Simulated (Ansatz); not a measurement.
Ansatz (a first-principles code) input (B3LYP-D3(BJ)/def2-TZVP):

Ansatz 0.2 input:
```yaml
crystal:
  periodic: [false, false, false]
  atoms:
    - {symbol: O, position_ang: [1.11338217, -0.23854636, 0.01775041]}
    - {symbol: O, position_ang: [-0.01601859, 0.47197095, 0.02185869]}
    - {symbol: O, position_ang: [-1.16087129, -0.20897595, -0.04876124]}
basis:
  gaussian:
    orbitals: def2-TZVP
hamiltonian:
  xc: b3lyp
  dispersion: d3bj
total_charge: -1
magnetization: {spin_polarized: true, initial_magnetization: 1}
relax: {f_tol: 0.002, max_steps: 150}
```

End of the output:

```
the calculation of the forces begins
reference -6138.87049624 eV, -225.5993296610 hartree; 13, 12 occupied and 80, 81 virtual orbitals, 453 factors
relax step   5: F+E_penalty+E_count = -6138.90409360 eV  Δ(F+E_penalty+E_count) = -1.908e-7 eV  max|allowed force component| = 5.777e-5 eV/Å  Δτ_max = 0.0001 Å  (37 SCF iters, accepted)
integrals: 0.01 GiB planned
453 factors; their error is unknown
mean field: 0.25 GiB planned
mean field evaluation 64: about -6138.8702 eV, gradient 2.0e-1 eV
mean field -6138.87034642 eV, -225.5993241551 hartree, gradient 1.6e-5 eV, S^2 0.754193; 1 other end points of the search recorded, 0 dependent functions left out
the calculation of the forces begins
reference -6138.87049624 eV, -225.5993296610 hartree; 13, 12 occupied and 80, 81 virtual orbitals, 453 factors
Total energy: -6138.90424343 eV, -225.6005698472 hartree
Atom 0 at     1.118787    -0.246350     0.017496 Å, force    -0.000019     0.000016     0.000000 eV/Å
Atom 1 at    -0.015709     0.487518     0.022698 Å, force     0.000058     0.000004     0.000002 eV/Å
Atom 2 at    -1.166586    -0.216720    -0.049346 Å, force    -0.000039    -0.000020    -0.000002 eV/Å
Dipole moment:     0.002398     0.210763     0.011321 e Å
```
